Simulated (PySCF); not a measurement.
**Peak assignment**

Geometry:
| atom | x (Å) | y (Å) | z (Å) |
| --- | --- | --- | --- |
| C1 | 1.931 | -0.004 | 0.474 |
| C2 | 0.873 | -0.389 | -0.236 |
| C3 | -0.531 | -0.399 | 0.284 |
| C4 | -1.463 | 0.488 | -0.517 |
| F5 | -0.552 | 0.013 | 1.599 |
| H6 | 1.815 | 0.325 | 1.509 |
| H7 | 2.936 | -0.011 | 0.046 |
| H8 | 0.988 | -0.723 | -1.274 |
| H9 | -0.910 | -1.440 | 0.266 |
| H10 | -2.479 | 0.445 | -0.100 |
| H11 | -1.502 | 0.166 | -1.568 |
| H12 | -1.108 | 1.529 | -0.484 |

PySCF 2.14.0 with density-fitted response routines calculation with PBE0-D3(BJ)/def2-SVP structure, couplings computed with B3LYP/pcJ-1 (spin–dipole term only in couplings to heteroatoms) and shielding tensors at CAM-B3LYP/pcSseg-2 (GIAO); isolated molecule, one computed conformer, non-relativistic Hamiltonian, averaged over atoms made equivalent by symmetry, fast rotation or ring inversion.

Referencing at the same level of theory: TMS for ¹³C (σ = 182.55 ppm) and ¹H (σ = 31.34 ppm).

**Question.** Assign these signals to the numbered atoms. ¹³C{¹H} NMR (computed): δ 154.9 (CH, d, J = 15.3 Hz), 124.5 (CH2, d, J = 15.5 Hz), 93.8 (CH, d, J = 232.8 Hz), 24.3 (CH3, d, J = 22.5 Hz).

**Answer.** 
154.9 → C2, alkene CH: an sp2 carbon of a C=C bond
124.5 → C1, terminal =CH2 carbon: the olefinic region
93.8 → C3, allylic sp3 CH bonded to F: pulled downfield by the heteroatom
24.3 → C4, methyl carbon: saturated and bonded to C and H only

**Question.** Assign these signals to the numbered atoms. ¹H NMR (500 MHz, computed): δ 6.14 (m, 1H), 5.82 (m, 1H), 5.43 (m, 1H), 5.05 (dqq, J = 55.7, 7.4, 2.9 Hz, 1H), 1.31 (dd, J = 23.4, 7.4 Hz, 3H).

**Answer.** 
6.14 → H8, hydrogen on an alkene CH: attached to an sp2 carbon and in the plane of the double bond
5.82 → H6, hydrogen on a terminal =CH2 carbon: olefinic region
5.43 → H7, hydrogen on a terminal =CH2 carbon
5.05 → H9, hydrogen on an allylic sp3 CH bonded to F: its carbon carries F, which withdraws density
1.31 → H10/H11/H12, hydrogen on a methyl carbon

Common functionals overestimate the size of one-bond C–F couplings by tens of Hz; these are unscaled. Splittings below 1 Hz are ignored in the labels, and close J values are merged. Unscaled 3J(H,H) at this level run about 10 % above measured values. Shifts are as computed, not scaled to solution data. Of 1211 compounds with measured shifts, 218 miss one by over three times the rms of a fit or turn the order of signals round; such compounds aren't used in these exercises. Couplings across =CH–CH2 type bonds come from one rotamer and its mirror image, and can be 1–2 Hz further off. Only one conformer was computed, so three-bond couplings in flexible chains and rings are approximate.
